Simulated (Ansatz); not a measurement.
Coupled-cluster diagnostics for BH2(OH) (BOH₃), Ansatz.

Geometry of the singlet (r2SCAN-D4/def2-TZVP):

Cartesian coordinates in Å:
```
B -0.044 0.391 -0.155
H 0.011 1.532 0.198
H -0.293 0.072 -1.286
O 0.190 -0.547 0.790
H 0.134 -1.449 0.454
```

Correlated methods freeze 2 core orbitals.

(1) Estimate the CCSD(T) correlation energy, the shares of MP2 and (T), T1 and the reference's ⟨S²⟩ for: charge 0, singlet, own geometry in def2-TZVPP; charge 0, singlet, own geometry in def2-TZVPD; charge 1, doublet, vertical in def2-TZVPP; charge -1, doublet, vertical in def2-TZVPD; and the rough time on 4 threads of Arm Neoverse V2 on a shared host.

Answers

(1) 
```json
{"state": "charge 0, singlet, own geometry", "basis": "def2-TZVPP", "correlation (eV)": "-10.324", "MP2 share (%)": "92.4", "(T) share (%)": "3.1", "T1": "0.014", "⟨S²⟩ (pure)": "0.00 (0.00)", "wall time": "1.2 s", "remarks": "–"}
{"state": "charge 0, singlet, own geometry", "basis": "def2-TZVPD", "correlation (eV)": "-10.190", "MP2 share (%)": "92.0", "(T) share (%)": "3.2", "T1": "0.014", "⟨S²⟩ (pure)": "0.00 (0.00)", "wall time": "1.3 s", "remarks": "–"}
{"state": "charge 1, doublet, vertical", "basis": "def2-TZVPP", "correlation (eV)": "-9.888", "MP2 share (%)": "92.0", "(T) share (%)": "4.0", "T1": "0.033", "⟨S²⟩ (pure)": "0.78 (0.75)", "wall time": "4.1 s", "remarks": "–"}
{"state": "charge -1, doublet, vertical", "basis": "def2-TZVPD", "correlation (eV)": "-10.437", "MP2 share (%)": "91.7", "(T) share (%)": "3.4", "T1": "0.023", "⟨S²⟩ (pure)": "0.75 (0.75)", "wall time": "5.5 s", "remarks": "HOMO above zero"}
```
Customary marks for T1 are 0.02 (closed shells), 0.045 (open shells) and about 0.05 (3d metals). T1 exceeds 0.02 in 2 of 4 rows and 0.045 in 0; the higher it lies, the less the single-reference result can be trusted.
